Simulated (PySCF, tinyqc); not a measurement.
RHF in the sto-6g basis, for CH2, spin multiplicity 1, step by step. This run ends on a higher stationary point, not on the lowest solution. The lowest restricted solution is unstable here: a spin-polarised one lies 0.0301 hartree lower (PySCF). Computed by tinyqc, a small Python program that keeps every step (integrals from PySCF). Settings: charge = 0, multiplicity = 1, basis = sto-6g, energy threshold = 1e-10, iteration cap = 63, orthogonalisation = symmetric, start = core, DIIS depth = 3, damping = 0.5, method = RHF. Command: `OMP_NUM_THREADS=1 python tinyqc.py 29036 29037 out.jsonl` (the two numbers bound the seeds that draw the settings). One thread of a shared host (Intel(R) Xeon(R) Processor @ 2.60GHz), about 0.1 s of CPU time with the checks.

Geometry (angstrom):
```
atom,x,y,z
C,0.0000,0.0000,0.0000
H,0.0000,1.0880,0.6770
H,0.0000,-1.0880,0.6770
```

Stop when the energy changes by less than 1e-10 hartree and every element of the error matrix X^T (F D S - S D F) X is below 3e-06.

Course of the cycle:
```
iteration,E (hartree),change,largest element of the error matrix
1,-37.084386,-,5.24e-01
2,-37.752683,-6.68e-01,3.03e-01
3,-38.128061,-3.75e-01,1.75e-01
4,-38.329243,-2.01e-01,9.39e-02
5,-38.433685,-1.04e-01,4.77e-02
6,-38.486894,-5.32e-02,2.40e-02
7,-38.513743,-2.68e-02,1.20e-02
8,-38.527228,-1.35e-02,6.02e-03
9,-38.533986,-6.76e-03,3.01e-03
10,-38.537368,-3.38e-03,1.51e-03
11,-38.539060,-1.69e-03,7.54e-04
12,-38.539907,-8.46e-04,3.77e-04
13,-38.540330,-4.23e-04,1.88e-04
14,-38.540541,-2.12e-04,9.42e-05
...,...,...,...
23,-38.540753,-4.13e-07,1.84e-07
24,-38.540753,-2.07e-07,9.20e-08
25,-38.540753,-1.03e-07,4.60e-08
26,-38.540753,-5.17e-08,2.30e-08
27,-38.540753,-2.58e-08,1.15e-08
28,-38.540753,-1.29e-08,5.75e-09
29,-38.540753,-6.46e-09,2.88e-09
30,-38.540753,-3.23e-09,1.44e-09
31,-38.540753,-1.61e-09,7.19e-10
32,-38.540753,-8.07e-10,3.60e-10
33,-38.540753,-4.04e-10,1.80e-10
34,-38.540753,-2.02e-10,8.99e-11
35,-38.540753,-1.01e-10,4.49e-11
36,-38.540753,-5.05e-11,2.25e-11
```

Can the last value be used, and what does the course show?

No, though the log alone does not show it. Converged in 36 iterations. But the solution lies 0.16628 hartree above the reference: it is another stationary point, not the lowest restricted one. Reruns (cap 100 unless said): DIIS 8: converged in 8 to a higher stationary point; damping 0.5: converged in 36 to a higher stationary point; level shift 0.5: converged in 23 to a higher stationary point; atomic densities as start, DIIS 8: converged in 8. PySCF RHF in the same basis = -38.707035 hartree.
